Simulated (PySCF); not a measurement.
## Name the molecule from its bond curve

A diatomic of charge +1 contains O. Its triplet curve at PBE in a single-zeta basis (no relativity, PySCF), in eV from the separated fragments:

| R (Å) | E (eV) |
| --- | --- |
| 1.764 | -1.691 |
| 1.846 | -1.816 |
| 1.928 | -1.891 |
| 1.990 | -1.921 |
| 2.051 | -1.934 |
| 2.112 | -1.933 |
| 2.195 | -1.913 |
| 2.297 | -1.866 |
| 2.420 | -1.784 |
| 2.584 | -1.647 |

The fit gives ωe = 441 cm⁻¹ and the rotational constant Bₑ = 0.8025 cm⁻¹.

Which atom is the partner?

The minimum lies at 2.075 Å, so the reduced mass is 16.8576 u Å² cm⁻¹/(Bₑ·Re²) = 4.879 u. With O at 15.99 u the partner weighs about 7.0 u: Li. The molecule is LiO⁺.

STO-3G is very small, so such numbers show the basis as much as the molecule. The state was picked by a PBE0 search and need not be the measured ground state.
